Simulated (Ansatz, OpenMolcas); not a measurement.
Strength of the S–H bond: H2S → HS + H

Species: H2S (hydrogen sulfide) `S`, singlet; HS, doublet; H atom, doublet. 

Shapes, held fixed at every level: PBE0-D4/def2-TZVP. Programs: Ansatz 0.2.0, OpenMolcas 26.06. The zero-point and thermal change to 298 K, harmonic and unscaled (PBE0-D4/def2-TZVP), is -18.8 kJ/mol.

```
                             level                   kind  ΔH(298 K) (kJ/mol)  less CCSD(T)/CBS estimate
              r2SCAN-D4/def2-TZVPP               meta-GGA              +373.5                      -11.2
B3LYP/6-31G* (Cartesian functions)          global hybrid              +362.1                      -22.6
               B3LYP-D4/def2-TZVPP          global hybrid              +375.5                       -9.2
                PBE0-D4/def2-TZVPP          global hybrid              +371.8                      -12.9
                 B2PLYP/def2-TZVPP          double hybrid              +373.2                      -11.5
                  CCSD(T)/def2-SVP  coupled cluster or CI              +355.5                      -29.2
                CCSD(T)/def2-TZVPP  coupled cluster or CI              +374.0                      -10.7
              CCSD(T)/CBS estimate  coupled cluster or CI              +384.7                        0.0
```

The highest level, CCSD(T)/CBS estimate, gives ΔH(298 K) = +384.7 kJ/mol; the levels span +355.5 to +384.7. The column of differences is taken from that level and isn't an error. No measured value is set beside it here. Open shells run unrestricted unless RO is named. The CBS estimate extrapolates MP2 from def2-TZVPP and def2-QZVPP and adds CCSD(T) − MP2 in the triple-zeta set, cores frozen.
